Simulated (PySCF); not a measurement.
# SiP: from the state search to spectroscopic constants, part 2 of 2

PySCF 2.14.0; Si x2c-SVPall, P x2c-SVPall; spin-free X2C with a Gaussian nucleus.

**12. ROHF**

The SCF at the reference distance, 2.081 Å, printed:

```text
******** <class 'pyscf.scf.hf_symm.SymAdaptedROHF'> ********
method = SymAdaptedROHF
[... 12 set-up lines left out, the same as in an earlier log ...]
num. doubly occ = 14  num. singly occ = 1
Overwritten attributes  get_hcore get_occ get_j get_jk get_k  of <class 'pyscf.scf.hf_symm.SymAdaptedROHF'>
[... 1 set-up line left out, the same as in an earlier log ...]
init E= -630.787692091095
cycle= 1 E= -630.793328105725  delta_E= -0.00564  |g|= 0.0302  |ddm|= 0.181
cycle= 2 E= -630.793758320529  delta_E= -0.00043  |g|= 0.0118  |ddm|= 0.0561
cycle= 3 E= -630.79385121244  delta_E= -9.29e-05  |g|= 0.00727  |ddm|= 0.0242
cycle= 4 E= -630.793880228431  delta_E= -2.9e-05  |g|= 0.00133  |ddm|= 0.0134
cycle= 5 E= -630.793882312408  delta_E= -2.08e-06  |g|= 0.000569  |ddm|= 0.00369
cycle= 6 E= -630.793882723012  delta_E= -4.11e-07  |g|= 0.000149  |ddm|= 0.00186
cycle= 7 E= -630.793882756527  delta_E= -3.35e-08  |g|= 2.79e-05  |ddm|= 0.000578
cycle= 8 E= -630.79388275886  delta_E= -2.33e-09  |g|= 1.43e-05  |ddm|= 9.45e-05
cycle= 9 E= -630.793882759896  delta_E= -1.04e-09  |g|= 3.75e-06  |ddm|= 9.16e-05
cycle= 10 E= -630.793882759958  delta_E= -6.14e-11  |g|= 5.71e-07  |ddm|= 2.56e-05
Extra cycle  E= -630.793882759958  delta_E= -6.82e-13  |g|= 2.7e-07  |ddm|= 1.27e-06
converged SCF energy = -630.793882759958
```

Re = 2.047 Å, ωe = 698 cm⁻¹, ωexe = 2.04 cm⁻¹, αe = 0.00115 cm⁻¹, Be = 0.2736 cm⁻¹, De = 1.28 eV, μ = -1.14 D. 0.59 s of CPU time for 12 points, integrals apart.

**13. Adding correlation**

Reference: ROHF; core orbitals frozen: 10.

Output of the coupled-cluster run at 2.081 Å:

```text
******** <class 'pyscf.cc.uccsd.UCCSD'> ********
CC2 = 0
CCSD nocc = (np.int64(5), np.int64(4)), nmo = (26, 26)
frozen orbitals [[0, 1, 2, 3, 4, 5, 6, 7, 8, 9], [0, 1, 2, 3, 4, 5, 6, 7, 8, 9]]
max_cycle = 80
direct = 0
conv_tol = 1e-07
conv_tol_normt = 1e-05
diis_space = 8
diis_start_cycle = 0
diis_start_energy_diff = 1e+09
max_memory 909 MB (current use 286 MB)
Init t2, MP2 energy = -0.16565329765687
Init E_corr(UCCSD) = -0.167286535255215
cycle = 1  E_corr(UCCSD) = -0.184911905740091  dE = -0.0176253705  norm(t1,t2) = 0.088457
cycle = 2  E_corr(UCCSD) = -0.192286990919063  dE = -0.00737508518  norm(t1,t2) = 0.0326876
cycle = 3  E_corr(UCCSD) = -0.194985130105681  dE = -0.00269813919  norm(t1,t2) = 0.0185185
cycle = 4  E_corr(UCCSD) = -0.19620195702798  dE = -0.00121682692  norm(t1,t2) = 0.00706819
cycle = 5  E_corr(UCCSD) = -0.196046917925326  dE = 0.000155039103  norm(t1,t2) = 0.00318922
cycle = 6  E_corr(UCCSD) = -0.196048628205745  dE = -1.71028042e-06  norm(t1,t2) = 0.00107692
cycle = 7  E_corr(UCCSD) = -0.196071197892742  dE = -2.2569687e-05  norm(t1,t2) = 0.000494642
cycle = 8  E_corr(UCCSD) = -0.196064560872311  dE = 6.63702043e-06  norm(t1,t2) = 0.000218583
cycle = 9  E_corr(UCCSD) = -0.196068894089429  dE = -4.33321712e-06  norm(t1,t2) = 7.48531e-05
cycle = 10  E_corr(UCCSD) = -0.196068587861737  dE = 3.06227692e-07  norm(t1,t2) = 2.93432e-05
cycle = 11  E_corr(UCCSD) = -0.196068245880695  dE = 3.41981042e-07  norm(t1,t2) = 1.51422e-05
cycle = 12  E_corr(UCCSD) = -0.196068326803973  dE = -8.09232784e-08  norm(t1,t2) = 8.39746e-06
UCCSD converged
E(UCCSD) = -630.9899510867623  E_corr = -0.1960683268039735
UCCSD(T) correction = -0.0101739169184253
```

Correlation energy (eV) along the bond:

| R (Å) | MP2 | SCS-MP2 | CCSD | CCSD(T) | T1 |
| --- | --- | --- | --- | --- | --- |
| 1.790 | -4.334 | -4.340 | n/a | n/a | n/a |
| 1.873 | -4.386 | -4.390 | -5.172 | -5.396 | 0.020 |
| 1.956 | -4.446 | -4.449 | -5.232 | -5.475 | 0.022 |
| 2.019 | -4.497 | -4.498 | -5.282 | -5.541 | 0.025 |
| 2.081 | -4.551 | -4.552 | -5.335 | -5.612 | 0.027 |
| 2.143 | -4.609 | -4.609 | -5.393 | -5.689 | 0.031 |
| 2.227 | -4.689 | -4.690 | -5.475 | -5.798 | 0.036 |
| 2.331 | -4.792 | -4.797 | -5.586 | -5.946 | 0.044 |
| 2.456 | -4.919 | -4.932 | -5.735 | -6.141 | 0.057 |
| 2.622 | -5.102 | -5.129 | n/a | n/a | n/a |

ROHF-MP2: Re = 2.084 Å, ωe = 635 cm⁻¹, ωexe = 2.12 cm⁻¹, αe = 0.00126 cm⁻¹, Be = 0.2640 cm⁻¹, De = 2.88 eV.

ROHF-SCS-MP2: Re = 2.084 Å, ωe = 633 cm⁻¹, ωexe = 2.26 cm⁻¹, αe = 0.00130 cm⁻¹, Be = 0.2641 cm⁻¹, De = 2.85 eV.

ROHF-CCSD: Re = 2.084 Å, ωe = 633 cm⁻¹, ωexe = 2.50 cm⁻¹, αe = 0.00134 cm⁻¹, Be = 0.2641 cm⁻¹, De = 2.70 eV.

ROHF-CCSD(T): Re = 2.098 Å, ωe = 608 cm⁻¹, ωexe = 2.64 cm⁻¹, αe = 0.00142 cm⁻¹, Be = 0.2605 cm⁻¹, De = 2.93 eV.

**14. The curves together**

Energy (eV) from each level's lowest point:

| R (Å) | ROHF | ROHF-MP2 | ROHF-SCS-MP2 | ROHF-CCSD | ROHF-CCSD(T) | PBE | revPBE | TPSS | r²SCAN | PBE0 | HSE06 | MN15 |
| --- | --- | --- | --- | --- | --- | --- | --- | --- | --- | --- | --- | --- |
| 1.790 | 1.249 | 1.463 | 1.458 | n/a | n/a | 1.545 | 1.588 | 1.504 | 1.459 | 1.401 | 1.408 | 1.169 |
| 1.873 | 0.500 | 0.663 | 0.659 | 0.660 | 0.713 | 0.733 | 0.761 | 0.703 | 0.666 | 0.625 | 0.631 | 0.468 |
| 1.956 | 0.113 | 0.215 | 0.213 | 0.213 | 0.247 | 0.263 | 0.278 | 0.244 | 0.220 | 0.196 | 0.200 | 0.106 |
| 2.019 | 0.000 | 0.052 | 0.051 | 0.051 | 0.068 | 0.077 | 0.084 | 0.068 | 0.055 | 0.043 | 0.045 | 0.000 |
| 2.081 | 0.003 | 0.000 | 0.000 | 0.000 | 0.000 | 0.000 | 0.000 | 0.000 | 0.000 | 0.000 | 0.000 | 0.001 |
| 2.143 | 0.096 | 0.035 | 0.035 | 0.035 | 0.016 | 0.008 | 0.001 | 0.017 | 0.030 | 0.043 | 0.040 | 0.084 |
| 2.227 | 0.322 | 0.181 | 0.181 | 0.180 | 0.133 | 0.116 | 0.102 | 0.136 | 0.169 | 0.198 | 0.192 | 0.289 |
| 2.331 | 0.718 | 0.474 | 0.470 | 0.464 | 0.380 | 0.361 | 0.337 | 0.392 | 0.446 | 0.493 | 0.483 | 0.646 |
| 2.456 | 1.284 | 0.914 | 0.901 | 0.881 | 0.753 | 0.748 | 0.713 | 0.783 | 0.850 | 0.897 | 0.884 | 1.139 |
| 2.622 | 2.097 | 1.543 | 1.517 | n/a | n/a | 1.308 | 1.253 | 1.316 | 1.384 | 1.415 | 1.401 | 1.740 |

**15. Results**

This closing draws on all 2 parts.

Lowest PBE0 solution found, without spin–orbit coupling: ²Π (doublet), unpaired electrons π ↑. State 2 has its PBE0 minimum 0.13 eV higher. State 3 has its PBE0 minimum 1.70 eV higher. The other levels ran on the lowest alone.

| level | Re (Å) | ωe (cm⁻¹) | De (eV) | μ (D) |
| --- | --- | --- | --- | --- |
| ROHF | 2.047 | 698 | 1.28 | -1.14 |
| ROHF-MP2 | 2.084 | 635 | 2.88 | n/a |
| ROHF-SCS-MP2 | 2.084 | 633 | 2.85 | n/a |
| ROHF-CCSD | 2.084 | 633 | 2.70 | n/a |
| ROHF-CCSD(T) | 2.098 | 608 | 2.93 | n/a |
| PBE | 2.105 | 601 | 3.88 | -0.64 |
| revPBE | 2.111 | 597 | 3.68 | -0.67 |
| TPSS | 2.098 | 609 | 3.68 | -0.69 |
| r²SCAN | 2.087 | 626 | 3.58 | -0.71 |
| PBE0 | 2.078 | 640 | 3.56 | -0.79 |
| HSE06 | 2.080 | 637 | 3.56 | -0.79 |
| MN15 | 2.049 | 668 | 3.81 | -0.70 |

De is counted to Si + P in their ground configurations. A positive dipole means Si(−)P(+).

Time per point (s) on 1 thread, shared host (CPU time, shared integrals of 0.05 s apart; correlated levels include their reference; CCSD comes with the CCSD(T) run); the times are rough: ROHF 0.049, ROHF-MP2 0.078, ROHF-SCS-MP2 0.078, ROHF-CCSD(T) 0.63, PBE 0.47, revPBE 0.34, TPSS 0.72, r²SCAN 0.66, PBE0 0.65, HSE06 0.68, MN15 0.74.

What this shows: Bond lengths run from 2.047 Å (ROHF) to 2.111 Å (revPBE). Of the levels with a De here, ROHF gives the least (1.28 eV) and PBE the most (3.88 eV).

Correlated steps freeze 10 core orbitals. T1 is 0.027 near the minimum (highest on the curve 0.057), which may point to more than one leading configuration.
